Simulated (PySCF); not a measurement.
**C3H5NOS: electronic excitations and core binding energies**

Wanted: the electronic excitations and core binding energies of C3H5NOS (`NC(=O)[C@H]1CS1`), by calculation.

The runs use PySCF 2.14.0, with density-fitted response routines of our own; the level of theory stands in each step. All values are computed, except where a source is named. Atoms are numbered from 0 throughout.

## Step 1: Starting geometry

11 atoms, charge 0, multiplicity 1; geometry from: GFN2-xTB.

Bonds of the start (Å): N0–C1 1.35, C1–O2 1.21, C1–C3 1.51, C3–C4 1.49, C4–S5 1.80, S5–C3 1.81, N0–H6 1.01, N0–H7 1.01, C3–H8 1.08, C4–H9 1.08, C4–H10 1.08.

## Step 2: Ultraviolet spectrum: CAM-B3LYP/def2-SVPD

Job settings and geometry (Å):

```
{"job": {"kind": "uv", "xc": "CAM-B3LYP", "basis": "def2-SVPD", "nstates": 8, "ntriplets": 3}, "charge": 0, "multiplicity": 1}
N      1.557577    -0.042042    -0.539072
C      0.871194    -0.458433     0.542854
O      1.379014    -0.750003     1.601091
C     -0.627386    -0.481161     0.375009
C     -1.337326     0.761789    -0.031739
S     -1.334045    -0.523157    -1.286084
H      1.097342     0.048925    -1.431330
H      2.562819    -0.044796    -0.505112
H     -1.118280    -1.121132     1.100473
H     -2.299783     0.975498     0.413497
H     -0.745701     1.637183    -0.265549
```

Level: TDDFT CAM-B3LYP/def2-SVPD, vertical, gas phase, core orbitals frozen in the response.

**Question.** This job is followed by: delta-SCF UKS SCAN, pcX-2 on the ionised atom, pcseg-1 elsewhere, spin-free X2C. Predict these results of the whole session: lowest singlet (CAM-B3LYP/def2-SVPD); brightest single state of those computed; lowest triplet; C1s binding energies, SCAN/pcX-2; N1s binding energies, SCAN/pcX-2; O1s binding energies, SCAN/pcX-2; S1s binding energies, SCAN/pcX-2; S2p binding energies, SCAN/pcX-2.

**Answer**, as computed:

| quantity | value |
| --- | --- |
| lowest singlet (CAM-B3LYP/def2-SVPD) | 4.91 eV (252 nm), f = 0.001 |
| brightest single state of those computed | state 6, 7.13 eV, f = 0.069 |
| lowest triplet | 4.48 eV |
| C1s binding energies, SCAN/pcX-2 | C1 294.08, C3 292.01, C4 292.01 eV |
| N1s binding energies, SCAN/pcX-2 | N0 406.04 eV |
| O1s binding energies, SCAN/pcX-2 | O2 537.13 eV |
| S1s binding energies, SCAN/pcX-2 | S5 2477.38 eV |
| S2p binding energies, SCAN/pcX-2 | S5 170.03 eV |

In words: The lowest singlet, at 4.91 eV, is HOMO→LUMO 0.89 and is dark; of the 8 states computed, the strongest absorption comes from state 6 at 7.13 eV. The lowest triplet lies 0.43 eV below the lowest singlet (triplets in Tamm-Dancoff, singlets in full TDDFT). The C1s levels kept as sound span 2.07 eV, from C4 (thiirane ring carbon) up to C1 (amide carbonyl carbon).
